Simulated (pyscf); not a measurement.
Structures and frequencies: ωB97X-D3(BJ)/def2-SVP in PySCF.

Estimate the classical barrier height and the reaction energy of H₃Si–AsH–SiH₃ + H₂ → H₃Si–AsH₂ + SiH₄ at ωB97M-D3(BJ)/def2-TZVP. The step runs on the singlet surface, breaks As–Si, H–H and forms As–H, H–Si; take the separated reactants as zero.

ΔE‡ = 64.0 kcal/mol, ΔE = +2.5 kcal/mol. Zero-point energy shifts the barrier by +1.9 kcal/mol. It is a four-centre exchange, with an imaginary mode of 1451i cm⁻¹. At the saddle there is also a short H–Si contact that neither side keeps. This is the saddle that the search found; another between the same sides may lie lower. Elements up to Kr have no core potential and no relativistic terms here.
